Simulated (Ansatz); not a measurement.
What a trial cell of CsBa relaxes into

Computed with DFT PBE, scalar-relativistic, plane waves, PAW (Ansatz 0.2.0). Cutoff 420 eV, Γ-centred k mesh, Gaussian smearing, no spin polarisation in the final step.

CsBa was placed on the litharge structure type (P4/nmm, No. 129), with Cs in place of Pb, Ba in place of O, at a guessed volume.

```
CELL_PARAMETERS angstrom
5.15596 0.00000 0.00000
0.00000 5.15596 0.00000
0.00000 0.00000 6.51501
ATOMIC_POSITIONS crystal
Cs 0.00000 0.50000 0.23510
Cs 0.50000 0.00000 0.76490
Ba 0.00000 0.00000 0.00000
Ba 0.50000 0.50000 0.00000
```

Cell and atoms relax at zero pressure; the relaxation can't lower the symmetry of the start. After a coarse first stage the cell is made exact in the group found at 0.06 Å.

Formation energies are uncorrected and refer to the elements' standard structures at the same level.

(1) Which crystal results?

(2) What are its volume, energy, density and gap?

Answers

(1) It ends in P4/mmm (No. 123). The result has the CuAu (L1_0) structure. Conventional cell: a = 4.588 Å, c = 7.838 Å. Around Cs lie 4 Cs at 4.59 Å and 8 Ba at 5.09 Å; around Ba lie 4 Ba at 4.59 Å and 8 Cs at 5.09 Å.

```
Cs Ba
1.0
     4.58811    0.00000    0.00000
     0.00000    4.58811    0.00000
     0.00000    0.00000    7.83831
Cs Ba
1 1
Direct
  0.50000 0.50000 0.50000
  0.00000 0.00000 0.00000
```

(2) The volume per atom is 82.50 Å³. The density is 2.72 g/cm³, the energy over the elements is 0.19 eV/atom and the gap on the 12×12×8 mesh is 0 eV (a metal).

The final run used a 12×12×8 mesh on its 2-atom cell and 0.10 eV smearing. The k mesh leaves about 4 meV/atom of noise in metals. A structure relaxed within its symmetry needn't be a true minimum.

Cost: 4 runs of about 3.5 core-minutes in all, on Arm Neoverse V1 (shared hosts).